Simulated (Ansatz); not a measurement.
Consider a ladder of basis sets of FLi (Ansatz's Python interface).

The script, `basis_fli.py`:
```python
"""How the energy of FLi converges with the basis."""

import ansatz as az

GEOMETRY = """
Li    0.00000    0.00000    0.00000
F     0.00000    0.00000    1.90000
"""


def main() -> None:
    fli = az.Crystal.molecule()
    for line in GEOMETRY.strip().splitlines():
        symbol, *xyz = line.split()
        fli = fli.atom(symbol, [float(v) for v in xyz])

    job = fli.calculation().functional("PBE0").accuracy("medium")

    energies = {}
    for basis in ["STO-3G", "6-31G", "6-31G*", "def2-SVP", "def2-SVPD", "def2-TZVP", "def2-TZVPP"]:
        rep = job.basis(gaussian=basis).run(threads=1, pin="off").report
        size = rep["n_frozen"] + rep["n_occupied"][0] + rep["n_virtual"][0]
        energies[basis] = (rep["reference_energy_ev"] / 27.211386246, rep["free_energy_ev"] / 27.211386246)
        print(f"{basis:14s} {size:4d} orbitals  reference {energies[basis][0]:14.6f} Ha  total {energies[basis][1]:14.6f} Ha")

    last = energies["def2-TZVPP"][1]
    for basis, (_, total) in energies.items():
        print(f"{basis:14s} lies {27.211386 * (total - last):9.4f} eV above def2-TZVPP")


if __name__ == "__main__":
    main()
```

How far does the total energy move along this ladder of basis sets?

Against STO-3G: 6-31G -1582.3 mHa, 6-31G* -1592.4 mHa, def2-SVP -1508.5 mHa, def2-SVPD -1539.7 mHa, def2-TZVP -1650.7 mHa and def2-TZVPP -1653.1 mHa. The last step alone is -2.37 mHa (these two sets differ little on atoms other than hydrogen).

The run itself:

```console
$ python basis_fli.py
STO-3G           10 orbitals  reference    -105.676907 Ha  total    -105.676907 Ha
6-31G            18 orbitals  reference    -107.259205 Ha  total    -107.259205 Ha
6-31G*           30 orbitals  reference    -107.269312 Ha  total    -107.269312 Ha
def2-SVP         23 orbitals  reference    -107.185391 Ha  total    -107.185391 Ha
def2-SVPD        35 orbitals  reference    -107.216586 Ha  total    -107.216586 Ha
def2-TZVP        45 orbitals  reference    -107.327613 Ha  total    -107.327613 Ha
def2-TZVPP       50 orbitals  reference    -107.329983 Ha  total    -107.329983 Ha
STO-3G         lies   44.9825 eV above def2-TZVPP
6-31G          lies    1.9260 eV above def2-TZVPP
6-31G*         lies    1.6509 eV above def2-TZVPP
def2-SVP       lies    3.9345 eV above def2-TZVPP
def2-SVPD      lies    3.0857 eV above def2-TZVPP
def2-TZVP      lies    0.0645 eV above def2-TZVPP
def2-TZVPP     lies    0.0000 eV above def2-TZVPP
```

The settings weren't tested for convergence. The geometry is a force-field or estimated start, not a minimum of this method, and the last set is no limit. Much of the fall in a total is atomic energy, which cancels in bond and reaction energies. Totals across families of basis sets mostly measure their core functions. Timing: 2.5 s on 1 thread of Arm Neoverse V1, with other jobs on the host, peak memory 0.14 GiB.

(Lines on the test bed's own set-up are left out of the output.)
